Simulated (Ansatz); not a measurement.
BH4O− (SMILES [BH3-]O): the energy, rung by rung

BH4O−: 6 atoms, total charge -1, spin state singlet. As SMILES, `[BH3-]O`. Geometry: relaxed at GFN2-xTB.

```jsonl
{"atom": "B", "x (Å)": "-0.0747", "y (Å)": "-0.1737", "z (Å)": "-0.3164"}
{"atom": "O", "x (Å)": "-0.0135", "y (Å)": "1.0162", "z (Å)": "0.6040"}
{"atom": "H", "x (Å)": "1.0627", "y (Å)": "-0.6505", "z (Å)": "-0.4997"}
{"atom": "H", "x (Å)": "-0.5423", "y (Å)": "0.1952", "z (Å)": "-1.3793"}
{"atom": "H", "x (Å)": "-0.7890", "y (Å)": "-1.0725", "z (Å)": "0.1690"}
{"atom": "H", "x (Å)": "0.3568", "y (Å)": "0.6853", "z (Å)": "1.4224"}
```

Quantity: the energy change with the B1–H3 bond stretched from 1.247 to 1.559 Å, in eV. The values are calculated.

```csv
level,kind,program,value (eV),less FCI/STO-3G
revPBE/STO-3G (restricted),GGA,Ansatz,0.78,-0.13
r2SCAN/STO-3G (restricted),meta-GGA,Ansatz,0.89,-0.02
BHLYP/STO-3G (restricted),global hybrid,Ansatz,1.06,+0.15
CAM-B3LYP/STO-3G (restricted),range-separated hybrid,Ansatz,0.97,+0.06
HSE06/STO-3G (restricted),range-separated hybrid,Ansatz,0.95,+0.04
B2PLYP/STO-3G (restricted),double hybrid,Ansatz,0.96,+0.05
RPA@PBE/STO-3G (restricted),RPA,Ansatz,0.84,-0.07
MP2/STO-3G (restricted),perturbation theory,Ansatz,1.01,+0.10
CCSDT(Q)/STO-3G (restricted),coupled cluster or CI,Ansatz,0.91,0.00
FCI/STO-3G,exact in the basis,Ansatz,0.91,0.00
```

FCI/STO-3G is exact within its basis and frozen core, so for wave-function methods in that basis the difference is their error; functionals converge differently with the basis, so for them it is only a difference. Sets without diffuse functions describe the anion poorly. The first shape isn't each level's own minimum. The values span 0.78 to 1.06 eV. All rows use very small basis sets, so even the best lies far from the true value.
